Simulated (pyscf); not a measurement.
# Four-centre exchange: H₃C–SiH₂–CH₃ + H₂ -> CH₄ + H₃C–SiH₃

Gas phase, singlet surface, charge 0. Bonds broken: C1–Si2, H12–H13. Bonds formed: C1–H12, Si2–H13. PySCF, gas phase, ωB97X-D3(BJ)/def2-SVP geometries.

Transition state (Å):

```xyz
13

C     -0.1979    -0.6640    -0.6202
Si    -0.2442     1.1639     0.5919
C     -1.3991     1.3387     2.0635
H     -1.2836    -0.8296    -0.6760
H      0.2997    -1.6428    -0.4889
H      0.1726    -0.2042    -1.5474
H      0.9776     2.0046     0.4358
H     -1.1310     1.6692    -0.5411
H     -0.8573     1.4072     3.0180
H     -2.0600     0.4567     2.1093
H     -2.0411     2.2244     1.9270
H      0.3693    -0.3786     0.5764
H      0.7426     0.0750     1.5541
```

One imaginary mode, 1648i cm⁻¹; descent along it reached the two sides named.

| bond | change | reactant side (Å) | saddle | product side |
|---|---|---|---|---|
| C1–Si2 | breaks | 1.882 | 2.194 | 3.8 |
| H12–H13 | breaks | 0.761 | 1.141 | 2.9 |
| C1–H12 | forms | 3.8 | 1.355 | 1.098 |
| Si2–H13 | forms | 3.3 | 1.757 | 1.487 |

Electronic energies relative to the separated reactants (kcal/mol):

| level | barrier | reaction energy | reverse barrier |
|---|---|---|---|
| ωB97X-D3(BJ)/def2-TZVP | 71.8 | -5.6 | 77.4 |
| PBE/def2-TZVP | 63.7 | -6.9 | 70.5 |
| r²SCAN/def2-TZVP | 66.8 | -6.1 | 72.9 |
| B3LYP-D3(BJ)/def2-TZVP | 70.5 | -6.9 | 77.4 |
| PBE0-D3(BJ)/def2-TZVP | 66.2 | -6.4 | 72.6 |
| M06-2X/def2-TZVP | 72.7 | -5.5 | 78.2 |
| ωB97M-D3(BJ)/def2-TZVP | 70.6 | -6.6 | 77.2 |
| HF/def2-TZVP | 87.7 | -11.7 | 99.4 |

With ωB97M-D3(BJ)/def2-TZVP energies and thermal terms (ideal gas, 1 atm, RRHO with modes under 100 cm⁻¹ raised to 100, one conformer, R ln 2 for chiral ones without a mode under 150 cm⁻¹), in kcal/mol:

```json
[
 {"T (K)": "298", "ΔH‡": "71.4", "ΔG‡": "79.5", "ΔH": "-3.7", "ΔG": "-4.7"},
 {"T (K)": "600", "ΔH‡": "70.4", "ΔG‡": "88.1", "ΔH": "-5.1", "ΔG": "-5.2"},
 {"T (K)": "900", "ΔH‡": "70.1", "ΔG‡": "97.1", "ΔH": "-6.2", "ΔG": "-4.9"},
 {"T (K)": "1200", "ΔH‡": "70.3", "ΔG‡": "106.1", "ΔH": "-7.0", "ΔG": "-4.4"}
]
```

At the saddle there is also a short H–Si contact that neither side keeps. This is the saddle that the search found; another between the same sides may lie lower.
